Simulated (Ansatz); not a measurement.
# CH₄FNO₂: one species, many methods

The task here is to estimate one member of a computed series from the others.

The runs use Ansatz 0.2.0, Gaussian basis; functionals in def2-TZVPP, the program's frozen cores in correlated methods.

The runs, in order: LDA (SPW92), PBE-D4, revPBE-D4, BLYP-D4, r2SCAN-D4, B97M-V, PBE0-D4, B3LYP-D4, r2SCANh-D4, r2SCAN0-D4, HSE06-D4, BHLYP-D4, CAM-B3LYP-D4, LC-ωPBE, ωB97X-V, ωB97M-V, B2PLYP, PBE-QIDH; CCSD(T)/def2-SVP; CCSD(T)/def2-TZVPP; MP2/def2-QZVPP; extrapolation to the limit; RPA on PBE.

### The relaxed structure

All runs share one geometry, relaxed beforehand with PBE0-D4 in a triple-zeta def2 set.

9 atoms, charge 0, spin multiplicity 1.

Atoms are counted from 1 here; the program's logs count them from 0.

Bond lengths: N1–C2 1.416 Å, N1–H6 1.012 Å, N1–H7 1.012 Å, C2–O3 1.369 Å, C2–O4 1.372 Å, C2–F5 1.384 Å, O3–H8 0.964 Å, O4–H9 0.963 Å. Angles: C2–N1–H6 109.5°, C2–N1–H7 110.1°, H6–N1–H7 109.1°, N1–C2–O3 113.1°, N1–C2–O4 111.8°, N1–C2–F5 106.2°, O3–C2–O4 108.4°, O3–C2–F5 108.5°, O4–C2–F5 108.7°, C2–O3–H8 108.0°, C2–O4–H9 107.1°.

The first run:

in.yaml reads:

```yaml
crystal:
  periodic: [false, false, false]
  atoms:
    - {symbol: N, position_ang: [0.758168, 0.544189, -0.772447]}
    - {symbol: C, position_ang: [0.002765, -0.126873, 0.219972]}
    - {symbol: O, position_ang: [-0.568591, -1.285117, -0.232917]}
    - {symbol: O, position_ang: [-0.987240, 0.671741, 0.735213]}
    - {symbol: F, position_ang: [0.891725, -0.441899, 1.233141]}
    - {symbol: H, position_ang: [0.184194, 0.688772, -1.593174]}
    - {symbol: H, position_ang: [1.567059, -0.008074, -1.026449]}
    - {symbol: H, position_ang: [-1.181120, -1.598763, 0.442531]}
    - {symbol: H, position_ang: [-0.578460, 1.509825, 0.977130]}
basis:
  gaussian: {orbitals: def2-TZVPP}
hamiltonian: {xc: lda}
output: {orbitals: {seedname: orbitals}}
```

Run with:

```
ansatz run in.yaml --threads 2 --pin off --events-out ev --progress --plain --max-ram 4352MiB
```

Among the steps run: LDA; PBE-D4 (GGA); revPBE-D4 (GGA); BLYP-D4 (GGA); r2SCAN-D4 (meta-GGA); B97M-V (meta-GGA); PBE0-D4 (hybrid); B3LYP-D4 (hybrid); r2SCANh-D4 (hybrid); r2SCAN0-D4 (hybrid); HSE06-D4 (hybrid); BHLYP-D4 (hybrid); CAM-B3LYP-D4 (range-separated); LC-ωPBE (range-separated); ωB97X-V (range-separated); ωB97M-V (range-separated); B2PLYP (double hybrid); PBE-QIDH (double hybrid).

One of the session's tables, all rows but one given; the rest of the session is left out.

It belongs to the step «Frontier levels by functional». 

```
  functional  HOMO (eV)  LUMO (eV)  gap (eV)
 LDA (SPW92)      -6.80      -0.06      6.74
      PBE-D4          ?          ?         ?
   revPBE-D4      -6.57       0.14      6.71
     BLYP-D4      -6.55      -0.02      6.53
   r2SCAN-D4      -7.01       0.86      7.88
      B97M-V      -7.18       0.32      7.50
     PBE0-D4      -8.28       0.93      9.21
    B3LYP-D4      -8.02       0.52      8.54
  r2SCANh-D4      -7.62       1.11      8.73
  r2SCAN0-D4      -8.54       1.46     10.00
    HSE06-D4      -7.86       0.57      8.43
    BHLYP-D4      -9.85       1.49     11.35
CAM-B3LYP-D4      -9.80       1.63     11.43
     LC-ωPBE     -11.22       3.02     14.24
     ωB97X-V     -10.84       2.81     13.65
     ωB97M-V     -10.75       2.31     13.06
```

**Question.** Estimate the row for PBE-D4.

As computed: HOMO (eV): -6.64; LUMO (eV): 0.07; gap (eV): 6.71. In the column «HOMO (eV)» it lies between LDA (SPW92) (-6.80) and revPBE-D4 (-6.57).
